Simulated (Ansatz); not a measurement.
`C=C(O)C#N` and `C=C(O)CS` differ in one atom or group.

Ansatz, PBE0-D4/def2-TZVP geometries, multiplicity 1. Each molecule was computed in one conformer, which needn't be the lowest.

```
                                      property  `C=C(O)C#N`
            LUMO energy (PBE0/def2-TZVPP) / eV        -1.37
           HOMO–LUMO gap (PBE/def2-TZVPP) / eV         4.18
size of the dipole moment (PBE/def2-TZVPP) / D         2.17
             HOMO energy (PBE/def2-TZVPP) / eV        -6.47
         LUMO energy (ωB97M-V/def2-TZVPP) / eV         0.80
         HOMO–LUMO gap (B3LYP/def2-TZVPP) / eV         5.86
```

**Question.** Give the same properties after the change, and the shifts. (Best estimate.)

**Answer.** Computed: 
| property | `C=C(O)CS` | shift |
| --- | --- | --- |
| LUMO energy (PBE0/def2-TZVPP) / eV | 0.14 | 1.51 |
| HOMO–LUMO gap (PBE/def2-TZVPP) / eV | 4.66 | 0.48 |
| size of the dipole moment (PBE/def2-TZVPP) / D | 1.92 | -0.25 |
| HOMO energy (PBE/def2-TZVPP) / eV | -5.51 | 0.96 |
| LUMO energy (ωB97M-V/def2-TZVPP) / eV | 2.10 | 1.30 |
| HOMO–LUMO gap (B3LYP/def2-TZVPP) / eV | 6.41 | 0.55 |

With PBE0 the HOMO rises by 0.92 eV and the LUMO rises by 1.51 eV, so the gap widens by about 0.59 eV. PBE moves the HOMO by 0.96 eV and ωB97M-V by 0.88 eV. Dipoles are sizes alone; their direction can turn.

B3LYP here is the variant with VWN-RPA as its local correlation; programs differ in this.
